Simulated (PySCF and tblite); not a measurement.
The numbers below are computed, except where a source is named.
C3H6Cl2, numbered as in [CH3:1][C@H:2]([Cl:3])[CH2:4][Cl:5]. The same 3 conformers on PBE0-D3(BJ)/def2-SVP geometries, with only the basis set of the single-point energies changed (functional PBE0, solvent none (gas phase), D3(BJ) where defined; PySCF).

Torsions listed: Cl3–C2–C4–Cl5.

```csv
conformer,shape,symmetry,dipole D
1,173°,C1,0.52
2,65°,C1,2.98
3,-67°,C1,2.76
```

Energies (kcal/mol) above conformer 1 and its weight at 298.15 K (thermal terms from GFN2-xTB):

| basis set | E(2) − E(1) | E(3) − E(1) | weight of 1 (%) |
| --- | --- | --- | --- |
| def2-TZVP | 1.53 | 1.46 | 86 |
| 6-31G* | 1.64 | 1.54 | 88 |
| def2-SVP | 1.85 | 1.26 | 86 |
| pcseg-1 | 1.58 | 1.35 | 85 |
| 6-311G** | 1.45 | 1.35 | 84 |
| def2-SVPD | 1.54 | 1.39 | 85 |
| pcseg-2 | ? | ? | ? |

Problem. What does pcseg-2 give?

Solution. E(2) − E(1) = 1.52 kcal/mol, E(3) − E(1) = 1.50 kcal/mol, weight of conformer 1 86 %.

Problem. How much does the choice of basis set matter?

Solution. The widest range is that of E(2) − E(1), which runs from 1.45 (6-311G**) to 1.85 kcal/mol (def2-SVP), a spread of 0.40, against RT = 0.59.
